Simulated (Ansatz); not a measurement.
`[CH3][Mg][OH]` + H₂S → `[OH][Mg][SH]` + CH₄ at 600 K and 1 bar (ligand exchange at a Mg–C bond).

Computed with Ansatz on PBE0-D4/def2-TZVP structures; ΔE is electronic, products minus reactants. CBS: MP2 limit from def2 TZ/QZ plus the TZ coupled-cluster correction, frozen cores. This one scheme is used for every species. For Mg outer-core shells are correlated without core-valence functions, which leaves a few kJ/mol of doubt a bond. Each species was taken in one conformer, which may not be the lowest.

```tsv
species	CCSD(T)/CBS energy (Eh)	H − E (kJ/mol)	S (J/(mol·K))
`[CH3][Mg][OH]`	-315.57215	169.7	373.4
H₂S	-398.97279	60.8	230.9
`[OH][Mg][SH]`	-674.13867	98.2	378.2
CH₄	-40.46206	140.4	215.7
```

H − E and S are ideal-gas, rigid-rotor, harmonic terms from PBE0-D4/def2-TZVP, for one conformer and one mirror image of each species. 1 Eh = 2625.50 kJ/mol, R = 8.31446 J/(mol·K).

By hand: ΔE, ΔH, ΔS and ΔG.

ΔE = (-674.13867) + (-40.46206) − (-315.57215) − (-398.97279) = -0.05579 Eh = -146.5 kJ/mol. Δ(H − E) = 98.2 + 140.4 − 169.7 − 60.8 = 8.1, so ΔH = -138.4 kJ/mol. ΔS = 378.2 + 215.7 − 373.4 − 230.9 = -10.4 J/(mol·K). ΔG = -138.4 − 600 × (-10.4)/1000 = -132.2 kJ/mol.

By hand: the equilibrium constant, and the temperature at which ΔG would vanish if ΔH and ΔS stayed fixed.

log₁₀ K = −ΔG/(RT ln 10) = 11.5. ΔG = 0 at ΔH/ΔS = 13308 K, far beyond where these terms or the molecules hold.

The number of gas molecules stays the same, so ΔS is small and ΔH decides. A doubt of 5 kJ/mol in ΔE shifts log₁₀ K by 0.4 here. Other conformers and mirror images would add mixing entropy, several J/(mol·K) or more a flexible species. These are equilibria of isolated gas molecules and say nothing of rates. Largest T1 diagnostic: 0.010 (customary marks: 0.02 for closed shells, 0.045 for open ones).
